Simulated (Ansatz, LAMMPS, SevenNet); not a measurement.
## fcc Pt, bulk modulus B0

Reference value: 289 GPa (measured, corrected for temperature and zero-point phonon effects; as tabulated in Levämäki et al. (2014), arXiv:1402.3671).

```tsv
level (code)	value (GPa)	cell (Å³/atom)
Lennard-Jones uff-vdw (LAMMPS)	2.8	13.55
SevenNet-l3i5 (SevenNet)	247	15.73
LDA (Ansatz)	307	14.76
PBE (Ansatz)	248	15.65
r²SCAN (Ansatz)	…	15.29
```

**Question.** What belongs in the gaps?

**Answer.** 
- r²SCAN (Ansatz, a program for electronic structure), value (GPa): 271

Errors against the reference: Lennard-Jones uff-vdw -99 %, SevenNet-l3i5 -14.5 %, LDA +6.2 %, PBE -14.2 %, r²SCAN -6.2 %.

Leaving aside Lennard-Jones uff-vdw, which can be fitted to such values or carry a doubt: Nearest, and too close to rank with a margin of 1.7 % (twice that across the reference) picked here for doubts on the reference and the settings: LDA (+6.2 %), r²SCAN (-6.2 %). Farthest off: SevenNet-l3i5 (-14.5 %), PBE (-14.2 %). Within 15 %: SevenNet-l3i5, LDA, PBE, r²SCAN.

Density-functional levels without +SOC have no spin–orbit coupling. Lennard-Jones uff-vdw: this is a force field's van der Waals term alone, without bonds or charges. Each level is taken at its own relaxed cell. Cutoffs differ between the levels. Ansatz's density-functional and Hartree–Fock values are scalar-relativistic unless marked +SOC, with PAW data made under PBE.

Machine-learned potentials (SevenNet-l3i5) are trained on DFT data, which may include these solids.

Differences are worked out from the printed values.
